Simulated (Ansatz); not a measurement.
## [H···H···NH], triplet: the ladder up to full CI

Geometry: a point of a hydrogen-transfer path between rigid fragments, not a stationary point.

```csv
atom,x (Å),y (Å),z (Å)
H,-2.1049,0.0594,0.0000
H,-0.9959,0.0594,0.0000
N,0.1901,0.0594,0.0000
H,0.4592,-0.9448,0.0000
```

Basis 6-31G; Ansatz 0.2.0. Correlated methods freeze the noble-gas cores, which leaves 8 electrons in 14 orbitals. Prefix R: restricted or restricted open-shell reference; prefix U: unrestricted. Active spaces: pair = (4e, 4o) about the gap; valence = (8e, 7o) chosen from the atoms' valence shells.

Full CI is exact within this basis and frozen core; it isn't the basis-set limit. The frozen core follows each run's orbitals, which can shift R against U totals by a few meV.

For open shells CISD and CISDTQ are restricted-active-space CI with the open shells as a complete middle space.

* UHF ⟨S²⟩: 2.060
* T1 diagnostic (RCCSD): 0.0385
* largest doubles amplitude (RCCSD): 0.065
* T1 diagnostic (UCCSD): 0.0184

```tsv
level	E − E(RHF) (eV)
UHF	-0.3977
RMP2	-2.7847
UMP2	-2.7836
RCCSD	-3.3184
UCCSD	-3.3241
RCCSD(T)	-3.3600
UCCSD(T)	-3.3614
```

(1) Estimate how far full CI in 6-31G lies from RCCSD(T). The table doesn't fix it; the size of (T) and the diagnostics are the guide.

(1) Full CI in 6-31G lies 0.57 mEh below RCCSD(T), which is 37 % of the (T) step (-1.53 mEh). T1 is raised, and the rest is a large part of (T).

The other levels:

```csv
level,E − E(full CI) (mEh),share of correlation (%),wall time
CISD,6.81,94.51,0.33 s
BCCD(T),0.57,99.54,0.39 s
RCCSDT,0.26,99.79,–
UCCSDT,0.22,99.82,–
CISDTQ,0.12,99.91,0.93 s
RCCSDT(Q),0.01,99.99,1.8 s
UCCSDT(Q),0.00,100.00,1.6 s
RCCSDTQ,0.01,99.99,12 s
UCCSDTQ,-0.01,100.01,12 s
CASSCF (pair space),90.30,27.21,–
NEVPT2 (pair space),14.59,88.24,0.12 s
MRCISD (pair space),4.22,96.60,–
MRCISD+Q (pair space),0.80,99.36,0.36 s
CASSCF (valence space),57.26,53.84,–
NEVPT2 (valence space),11.43,90.78,0.69 s
MRCISD (valence space),1.72,98.61,–
MRCISD+Q (valence space),0.44,99.65,1.1 s
```

The correlation energy at full CI, counted from RHF, is -3.376 eV. That run took 2.1 s on 1 thread of Arm Neoverse V1, shared host over 493,680 determinants.

Times hold each run's SCF and search for its determinant on a shared host, so for small cases they say little of a method's own cost; they ran on 1 thread of Arm Neoverse V1.

The full-CI state has the irrep A'' of Cs, in the program's axes.

Natural occupations of full CI about the gap: 1.982 1.965 1.951 1.001 0.993 0.042 0.031 0.013 0.008 0.004; effectively unpaired electrons, Σ n²(2−n)², 2.03.
